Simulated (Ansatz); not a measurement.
Reaction (homolysis of the C–H bond): `[CH]F` → `[C]F`• + H•

Computed with Ansatz on PBE0-D4/def2-TZVP structures; ΔE is electronic, products minus reactants. CCSD(T)/CBS is frozen-core, at the limit of the def2 triple- and quadruple-zeta sets. Functionals use def2-TZVPP. B3LYP here is the variant with VWN-RPA as its local correlation; programs differ in this. No spin–orbit coupling; open shells (•) take unrestricted orbitals.

Task: What is ΔE at CCSD(T)/CBS? (Best estimate.)

Result: Computed: +335.7 kJ/mol.

Task: What do these levels give: r2SCAN-D4, B97M-V, PBE, B3LYP, CCSD(T)/def2-QZVPP, MP2/cc-pV(D+d)Z? (Best estimate.)

Result: Computed: r2SCAN-D4 315.1, B97M-V 332.6, PBE 321.2, B3LYP 326.6, CCSD(T)/def2-QZVPP 332.6, MP2/cc-pV(D+d)Z 298.0 kJ/mol.

Task: What do rigid-rotor, harmonic-oscillator terms from PBE0-D4/def2-TZVP frequencies (298.15 K, 1 bar) make of the CCSD(T)/CBS value? (Best estimate.)

Result: Computed: ΔZPE = -24.7 kJ/mol, ΔH = +315.9 kJ/mol, ΔS = 105 J/(mol·K), ΔG = +284.8 kJ/mol. Open shells count their whole term as degenerate.

Largest T1 diagnostic among the species: 0.020.

From PBE to PBE0 (25 % exact exchange), in def2-TZVPP and without D4, ΔE moves by −3.3 kJ/mol: exact exchange takes away binding that semilocal exchange gives to molecules. Leaving LDA and LC-ωPBE aside and taking each functional with its dispersion term where it has one, the values, not all of them listed here, spread over 22.1 kJ/mol, from r2SCAN0-D4 to ωB97M-V. LDA lies +44.6 kJ/mol from PBE without D4, its usual overbinding.
